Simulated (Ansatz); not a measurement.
**Tungsten, bcc: convergence with Fermi-Dirac smearing**

Computed with Ansatz, LDA, scalar-relativistic PAW, on the relaxed cell (a = 3.135 Å; spin not included). Errors count from a run at 420 eV on a Γ-centred 23×23×23 mesh with Fermi-Dirac smearing of 0.1 eV, extrapolated to zero width. Fixed here: cutoff 420 eV, mesh 14×14×14. The SCF starts from atomic densities corrected by a trained network.

| width (eV) | E(σ→0) error (meV/atom) | F error (meV/atom) | P (GPa) | SCF iterations |
| --- | --- | --- | --- | --- |
| 0.01 | 12.7 | 12.5 | -0.09 | 6 |
| 0.03 | 12.5 | 10.8 | -0.05 | 6 |
| 0.1 | 9.6 | -0.7 | 0.01 | 6 |
| 0.2 | 6.7 | -27.8 | 0.13 | 6 |
| 0.3 | 8.7 | -71.1 | 0.45 | 6 |
| 0.6 | 62.6 | -347.9 | 4.17 | 6 |
| 1.0 | 180.1 | -1158.9 | 16.09 | 6 |
